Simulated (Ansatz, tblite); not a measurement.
Removing and adding an electron: AlH2(vinyl) (C2H5Al). Charge 0, multiplicity 1. Geometry: PBE0-D4/def2-TZVP. Ansatz, gas phase; energy differences of separate SCF runs; the oxidised species was run as a doublet alone; the reduced species was run as a doublet alone.

```xyz
8

Al    0.376   -0.977    1.049
H     1.662   -1.693    1.644
H    -1.074   -1.287    1.620
C     0.488    0.303   -0.401
C    -0.631    0.857   -0.879
H     1.424    0.607   -0.869
H    -1.609    0.613   -0.468
H    -0.635    1.577   -1.696
```

The xTB rows come from tblite. Correlated methods freeze 7 core orbitals. HOMO above LUMO, or a gap near zero within one spin, warns that the state may not be the lowest or that an electron is smeared out.

| level | −HOMO (eV) | vertical IE (eV) | −LUMO (eV) | vertical EA (eV) | HOMO–LUMO gap (eV) | IE − EA (eV) | remarks |
| --- | --- | --- | --- | --- | --- | --- | --- |
| GFN1-xTB | 11.44 | 14.56 | 7.04 | 3.59 | 4.40 | 10.97 | – |
| GFN2-xTB | 10.50 | 13.68 | 6.67 | 3.27 | 3.83 | 10.40 | – |
| HF/def2-TZVPD | – | – | – | -0.67 | – | – | HOMO above zero (-1 doublet), spin-contaminated (⟨S²⟩ 0.87) (-1 doublet) |
| HF/def2-TZVPP | – | 8.85 | – | – | – | – | – |
| PBE-D4/def2-TZVPD | 6.81 | – | 2.51 | 0.25 | 4.30 | – | HOMO above zero (-1 doublet) |
| r2SCAN-D4/def2-TZVP | 7.07 | 10.06 | 2.22 | – | 4.85 | – | gap within one spin near zero (+1 doublet) |
| r2SCAN-D4/def2-TZVPD | 7.07 | – | 2.23 | 0.26 | 4.84 | – | HOMO above zero (-1 doublet) |
| PBE0-D4/def2-TZVP | 8.09 | 10.23 | 1.66 | – | 6.44 | – | – |
| PBE0-D4/def2-TZVPD | 8.10 | – | 1.67 | 0.15 | 6.43 | – | HOMO above zero (-1 doublet) |
| MP2/def2-TZVPD | – | – | – | -0.35 | – | – | HOMO above zero (-1 doublet), spin-contaminated (⟨S²⟩ 0.87) (-1 doublet) |
| MP2/def2-TZVPP | – | 10.64 | – | – | – | – | – |
| CCSD/def2-TZVPD | – | – | – | -0.16 | – | – | HOMO above zero (-1 doublet), spin-contaminated (⟨S²⟩ 0.87) (-1 doublet) |
| CCSD/def2-TZVPP | – | 10.37 | – | – | – | – | – |
| CCSD(T)/def2-TZVPD | – | – | – | -0.11 | – | – | HOMO above zero (-1 doublet), spin-contaminated (⟨S²⟩ 0.87) (-1 doublet) |
| CCSD(T)/def2-TZVPP | – | 10.54 | – | – | – | – | – |

Run but left out: PBE-D4/def2-TZVP (charge +1 doublet: an occupied level 0.20 eV above an empty one).   A HOMO above zero means that the electron is unbound at that level or that self-interaction error raises the level; the energy of removing that electron tells which. Raw xTB energy differences between charge states are shifted by several eV; the methods need an empirical correction for them. A negative affinity means that the extra electron isn't bound; its size then hangs on the basis.
